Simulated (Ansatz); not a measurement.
# Tetradymite Bi₂Se₃

Level of theory: PBE-D4 (Ansatz, an electronic-structure program, plane waves, PAW).

Numerical settings: plane-wave cutoff 500 eV, 10×10×10 k mesh, Fermi–Dirac smearing 0.05 eV, scalar-relativistic PAW data made under PBE.

Cell: relaxed at this level.

```yaml
equilibrium_volume_per_atom: 28.17 Å³/atom
lattice_constant_a: 4.143 Å
c axis length: 28.423 Å
```

Measured, for comparison: lattice constant a 4.143 Å, lattice parameter c 28.636 Å (temperature not stated, not corrected to a static lattice; as tabulated in Luo et al. (2012), arXiv:1308.1523). Computed (rounded) less measured: lattice constant a 0.0 %, lattice parameter c -0.7 %. A static lattice is as a rule a little smaller and stiffer than an uncorrected measurement, which narrows the difference in the lattice parameter c and would widen misses of the other sign.

Spin–orbit coupling is not included; it can shift volumes and moduli of such heavy elements.

Computed values are for the static lattice.
